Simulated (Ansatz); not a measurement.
The inner images of a band of BH3O + ClH (7 atoms, charge 0, multiplicity 1) are given out of order.

These are results of Ansatz 0.2.0, RKS B3LYP-D4/def2-SVP, not measurements.

First end point:

```xyz
7
Properties=species:S:1:pos:R:3
B -0.144 -0.430 -0.010
O -0.494 0.132 1.172
H -1.114 -0.387 1.702
H 0.625 0.189 -0.698
H -0.600 -1.503 -0.329
Cl 0.773 3.025 1.606
H 0.195 1.859 1.581
```

Last end point:

```xyz
7
Properties=species:S:1:pos:R:3
B 0.009 0.361 0.020
O -0.154 -0.098 1.621
H -1.048 0.164 1.905
H 1.159 0.080 -0.218
H -0.867 -0.268 -0.523
Cl -0.313 2.186 0.080
H 0.454 0.459 2.140
```

Task: Put them in order from the first end to the last, with their energies above the first end.
A.
```xyz
7
Properties=species:S:1:pos:R:3
B 0.037 0.059 0.151
O -0.059 -0.059 1.632
H -0.951 -0.304 1.919
H 1.137 -0.129 -0.279
H -0.969 -0.184 -0.460
Cl 0.042 2.286 0.489
H 0.004 1.215 1.573
```
B.
```xyz
7
Properties=species:S:1:pos:R:3
B -0.004 -0.247 0.181
O -0.113 -0.300 1.543
H -1.025 -0.365 1.858
H 1.113 -0.218 -0.263
H -0.992 -0.271 -0.512
Cl 0.113 2.656 0.708
H 0.149 1.630 1.508
```
C.
```xyz
7
Properties=species:S:1:pos:R:3
B 0.039 0.345 0.031
O -0.047 -0.024 1.670
H -0.961 -0.269 1.886
H 1.114 -0.070 -0.317
H -0.960 -0.163 -0.423
Cl -0.041 2.206 0.108
H 0.097 0.859 2.070
```
D.
```xyz
7
Properties=species:S:1:pos:R:3
B -0.107 -0.419 0.024
O -0.294 -0.025 1.309
H -1.090 -0.381 1.727
H 0.870 0.008 -0.533
H -0.898 -1.164 -0.504
Cl 0.492 3.064 1.395
H 0.267 1.801 1.606
```
E.
```xyz
7
Properties=species:S:1:pos:R:3
B -0.055 -0.387 0.087
O -0.167 -0.210 1.429
H -1.060 -0.357 1.770
H 1.039 -0.227 -0.385
H -1.022 -0.691 -0.571
Cl 0.224 2.984 1.115
H 0.281 1.774 1.579
```

Result: D (+0.4 kcal/mol), E (+1.0 kcal/mol), B (+3.3 kcal/mol), A (+19.5 kcal/mol), C (+3.7 kcal/mol).

Run time: 95 s on 1 thread of Intel(R) Xeon(R) Platinum 8488C (Sapphire Rapids), with other jobs on the host, peak memory 0.14 GiB.
